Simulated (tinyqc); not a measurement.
Pariser-Parr-Pople SCF with singles CI, for the molecule C=C1C=C1 (SMILES; centres numbered as the heavy atoms are written), step by step. One step of it, computed by the program tinyqc.

Question. Singles CI, singlets. Over the 4 single excitations with the smallest orbital gaps: A = (e_a - e_i) delta + 2 (ia|jb) - (ij|ab), with (pq|rs) = sum c_mp c_mq gamma_mn c_nr c_ns. f = 2/3 w |mu|^2 in atomic units, mu = sqrt2 sum c_ia sum_m c_mi c_ma R_m.

orbital energies (eV): -15.535476  -10.343038  -1.951790  -0.286619

coefficients:
```
         MO1        MO2        MO3        MO4
1C  0.261510   0.746664   0.000000  -0.611641
2C  0.567159   0.393878   0.000000   0.723320
3C  0.552243  -0.379047   0.707107  -0.226609
4C  0.552243  -0.379047  -0.707107  -0.226609
```

repulsion gamma_rs (eV):
```
          1C        2C        3C        4C
1C  9.510000  6.982656  4.646203  4.646203
2C  6.982656  9.510000  6.983524  6.983524
3C  4.646203  6.983524  9.510000  6.982656
4C  4.646203  6.983524  6.982656  9.510000
```

Centres (angstrom, eV; a flat drawing with bonds scaled to 1.40 angstrom):
```
centre          x          y  core charge z          W  gamma_rr
1C       1.656000   0.000000              1  11.610000  9.510000
2C       0.256000   0.000000              1  11.610000  9.510000
3C      -0.956000   0.700000              1  11.610000  9.510000
4C      -0.956000  -0.700000              1  11.610000  9.510000
```

Give: singlet CI matrix; singlet excitation energies; oscillator strengths.

Answer.

singlet CI matrix (eV):
```
        2>3     2>4     1>3     1>4
2>3   3.074   0.000  -0.073   0.000
2>4   0.000   4.962   0.000  -0.299
1>3  -0.073   0.000   7.531   0.000
1>4   0.000  -0.299   0.000   9.010
```

singlet excitation energies (eV): 3.073  4.940  7.532  9.032

oscillator strengths: 0.072  0.609  0.403  0.032
